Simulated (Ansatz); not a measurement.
A nudged elastic band was laid between two geometries of CH₆OSi (9 atoms, charge 0, multiplicity 1).

All numbers below come from Ansatz, RKS PBE/cc-pVDZ.

```
movable images  : 7
climbing image  : yes
spring          : 5.0 eV/Å²
optimiser       : quadratic models (default)
start path      : through a guess of the saddle point
force threshold : 0.05 eV/Å
iteration limit : 60
end points      : relaxed
```

Image 0:

```xyz
9
Properties=species:S:1:pos:R:3
Si 0.232 -0.079 0.203
H 0.413 0.037 1.702
H 1.535 0.157 -0.506
H -0.800 0.943 -0.227
O -0.238 -1.654 -0.242
C -1.444 -2.213 0.272
H -1.428 -2.300 1.383
H -2.341 -1.616 -0.016
H -1.555 -3.231 -0.154
```

Image 8:

```xyz
9
Properties=species:S:1:pos:R:3
Si 0.215 -0.313 -0.961
H 0.736 0.575 1.393
H 1.378 0.338 1.020
H -0.977 0.510 -0.332
O -0.305 -1.866 -0.493
C -1.443 -2.218 0.289
H -1.106 -2.660 1.253
H -2.090 -1.336 0.499
H -2.033 -2.988 -0.254
```

Question: What changes between the two ends?

Answer: Bonds broken: Si1–H2, Si1–H3. Bonds formed: H2–H3. CH6OSi becomes CH4OSi + H2.

Question: Give the energies along the band, and the barrier.

Answer: The run converged. The highest image is number 5 of 0 to 8, 232.1 kJ/mol above the first end and 64.1 kJ/mol above the last; the last end lies 168.0 kJ/mol above the first. A vibrational analysis at the climbing image gives one clearly imaginary mode, 1091i cm⁻¹: a first-order saddle point. The orbitals stay closed-shell, which can raise the energy where a bond breaks towards radicals; this wasn't checked here.

```
image  path coordinate (Å)  energy (kJ/mol)  Si1–H2 (Å)  Si1–H3 (Å)  H2–H3 (Å)
    0                 0.00              0.0        1.51        1.50       2.48
    1                 0.40              0.9        1.51        1.50       2.48
    2                 0.79              8.3        1.50        1.50       2.38
    3                 1.19             59.1        1.49        1.49       2.03
    4                 1.59            167.7        1.55        1.48       1.64
    5                 1.99            232.1        1.72        1.54       1.26
    6                 2.52            175.0        2.09        1.93       0.82
    7                 3.06            168.8        2.42        2.27       0.78
    8                 3.60            168.0        2.57        2.39       0.78
```

Question: What is the geometry of the highest image?

Answer: 
```xyz
9
Properties=species:S:1:pos:R:3
Si 0.234 -0.104 -0.473
H 0.364 0.070 1.237
H 1.400 0.047 0.520
H -0.848 0.887 -0.093
O -0.345 -1.705 -0.564
C -1.394 -2.182 0.279
H -1.052 -2.271 1.335
H -2.285 -1.513 0.260
H -1.699 -3.184 -0.086
```

Question: What are the harmonic wavenumbers there?

Answer: 1091i, 133, 170, 248, 563, 630, 714, 728, 985, 1077, 1114, 1141, 1404, 1411, 1413, 1476, 2073, 2112, 2917, 2986, 3033 cm⁻¹.

Time of the run: 2.8 min on 1 thread of AMD EPYC 7R43 64-Core Processor (Zen 3) (shared host), peak memory 0.13 GiB.
